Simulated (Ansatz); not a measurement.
Molecule: C₂H (charge 0, doublet). It need not be the lowest isomer of its formula. SMILES: [C]#C
Geometry: optimised at B3LYP-D3(BJ)/def2-TZVP (Ansatz, a program for electronic structure).

Quantity: atomisation energy (electronic, to ground-state atoms), in kcal/mol. Valence correlation only, unless marked. UHF or UKS for open shells. No spin-orbit coupling. No relativistic terms. The coupled-cluster limit lacks core correlation, which all-electron functionals hold. Basis-set limits of correlation are two-point, X^-3; Hartree-Fock from the larger set.

```json
[
 {"level": "HF/aug-cc-pVDZ", "program": "Ansatz", "atomisation energy (kcal/mol)": "178.1"},
 {"level": "HF/def2-SVPD", "program": "Ansatz", "atomisation energy (kcal/mol)": "189.6"},
 {"level": "HF/def2-TZVPPD", "program": "Ansatz", "atomisation energy (kcal/mol)": "185.3"},
 {"level": "B97M-V/def2-TZVPD", "program": "Ansatz", "atomisation energy (kcal/mol)": "261.7"},
 {"level": "B3LYP/def2-TZVPD", "program": "Ansatz", "atomisation energy (kcal/mol)": "262.4"},
 {"level": "PBE0/def2-QZVPP", "program": "Ansatz", "atomisation energy (kcal/mol)": "266.8"},
 {"level": "BHLYP/def2-TZVPD", "program": "Ansatz", "atomisation energy (kcal/mol)": "248.4"}
]
```

Problem. Predict the CCSD(T)/CBS(def2-TZVPPD,def2-QZVPPD) result (Ansatz).

Solution. 263.0 kcal/mol
